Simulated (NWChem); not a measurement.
The numbers come from NWChem runs, not from measurements. System: carbon tetrachloride (CCl4), charge 0, spin multiplicity 1, at a geometry optimised with B3LYP/def2-SVP. Level: MP2/def2-SVP, 21 core orbitals frozen.

Input file:

```
start mol
memory heap 200 mb stack 900 mb global 1100 mb
geometry units angstroms nocenter noautoz
  Cl     1.459501     0.000000     1.032002
  C      0.000000     0.000000    -0.000025
  Cl    -1.459501     0.000000     1.032002
  Cl     0.000000     1.459486    -1.031998
  Cl     0.000000    -1.459486    -1.031998
  symmetry group C2v
end
basis spherical
  * library def2-svp
end
scf
  rhf
  nopen 0
  maxiter 100
  thresh 1e-7
  semidirect memsize 60000000 filesize 0
end
mp2
  freeze core 21
end
task mp2 energy
```

Part of the output:

```
             Northwest Computational Chemistry Package (NWChem) 7.3.0
             --------------------------------------------------------

                                NWChem Input Module
                                -------------------

 Scaling coordinates for geometry "geometry" by  1.889725989
 (inverse scale =  0.529177249)

 Turning off AUTOSYM since
 SYMMETRY directive was detected!

                             Geometry "geometry" -> ""
                             -------------------------

 Output coordinates in angstroms (scale by  1.889725989 to convert to a.u.)

  No.       Tag          Charge          X              Y              Z
 ---- ---------------- ---------- -------------- -------------- --------------
    1 Cl                  17.0000     1.45950100     0.00000000     1.03200200
    2 C                    6.0000     0.00000000     0.00000000    -0.00002500
    3 Cl                  17.0000    -1.45950100     0.00000000     1.03200200
    4 Cl                  17.0000     0.00000000     1.45948600    -1.03199800
    5 Cl                  17.0000     0.00000000    -1.45948600    -1.03199800

 Effective nuclear repulsion energy (a.u.)     435.1409946123

            Nuclear Dipole moment (a.u.)
            ----------------------------
        X                 Y               Z
 ---------------- ---------------- ----------------
     0.0000000000     0.0000000000    -0.0000264562

      Symmetry information
      --------------------

 Group name             C2v
 Group number             16
 Group order               4
 No. of unique centers     3

      Symmetry unique atoms

     1    2    4


 Summary of "ao basis" -> "" (spherical)
 ------------------------------------------------------------------------------
       Tag                 Description            Shells   Functions and Types
 ---------------- ------------------------------  ------  ---------------------
 *                          def2-svp                  on all atoms

 Summary of "ao basis" -> "ao basis" (spherical)
 ------------------------------------------------------------------------------
[...]
     1   1 0 0      0.000000      0.000000      0.000000
     1   0 1 0      0.000000      0.000000      0.000000
     1   0 0 1     -0.000083      0.000000     -0.000026

     2   2 0 0    -41.049679      0.000000    258.633861
     2   1 1 0     -0.000000      0.000000      0.000000
     2   1 0 1      0.000000      0.000000      0.000000
     2   0 2 0    -41.049346      0.000000    258.628544
     2   0 1 1     -0.000000      0.000000      0.000000
     2   0 0 2    -41.049578      0.000000    258.622305

                   NWChem MP2 Semi-direct Energy/Gradient Module
                   ---------------------------------------------

  Basis functions       =     86
  Molecular orbitals    =     86
  Frozen core           =     21
  Frozen virtuals       =      0
  Active alpha occupied =     16
  Active beta occupied  =     16
  Active alpha virtual  =     49
  Active beta virtual   =     49
  Use MO symmetry       = T
  Use skeleton AO sym   = T

  AO/Fock/Back tols     =   1.0D-09  1.0D-09  1.0D-09

 GA uses MA = F    GA memory limited = T

 Available:
  local mem=  1.26D+08
 global mem=  1.44D+08
 local disk=  0.00D+00
  mp2_memr nvloc                    49
  nvloc new                    49
   1 passes of  16:        3145728                      35079                   9478272.
   1 passes of  16: M    126153184           G      144164408           F     123007456.

 Semi-direct pass number   1 of   1  for RHF alpha+beta  at        0.5s
  vrange nnbf                  3551
  mp2_eaftype                    36  avail_ma_in_mb                  1099
 EAF : mp2_eaftype filesize          36    4739136.
  mp2_eaf for mointskh                     36
Node 0 wrote     22.3 Mb in      0.0 s     Agg I/O rate:  2302.4 Mb/s
 Done moints_semi at        1.5s
  mp2_eaftype                    36  avail_ma_in_mb                  1063
 EAF : mp2_eaftype filesize          36    4739136.
  mp2_eaf for kh                    36
 Done maket at        1.5s
 Done multipass loop at        1.5s

          -------------------------------------------
          SCF energy               -1875.199162683728
          Correlation energy          -0.682498558008
          Singlet pairs               -0.402989114232
          Triplet pairs               -0.279509443776
          Total MP2 energy         -1875.881661241736
          -------------------------------------------

          ---------------------------------------------------
                    Spin Component Scaled (SCS) MP2
          Same spin pairs                     -0.186339629184
          Same spin scaling factor             0.333333333333
          Opposite spin pairs                 -0.496158928824
          Opposite spin scaling fact.          1.200000000000
          SCS-MP2 correlation energy          -0.657503924317
          Total SCS-MP2 energy             -1875.856666608045
          ---------------------------------------------------

 -----------------------
 Performance information
 -----------------------

 Timer overhead =  9.65D-08 seconds/call

               Nr. of calls         CPU time (s)                 Wall time (s)                GFlops
             ---------------    -------------------     ------------------------------   -------------------
Name         Min   Avg   Max    Min     Avg     Max     Min     Avg     Max   Mx/calls   Min     Max     Sum
mp2: moin     1     1     1   0.98    0.98    0.98     0.98    0.98    0.98    0.98      0.0     0.0     0.0
mp2: make     1     1     1   6.30E-2 6.30E-2 6.30E-2  6.30E-2 6.30E-2 6.30E-2 6.30E-2   0.0     0.0     0.0
mp2: tota     1     1     1    1.1     1.1     1.1      1.1     1.1     1.1     1.1      0.0     0.0     0.0

 The average no. of pstat calls per process was 3.00D+00
 with a timing overhead of 2.89D-07s

 Task  times  cpu:        1.5s     wall:        1.5s

 Total times  cpu:        1.5s     wall:        1.5s
```
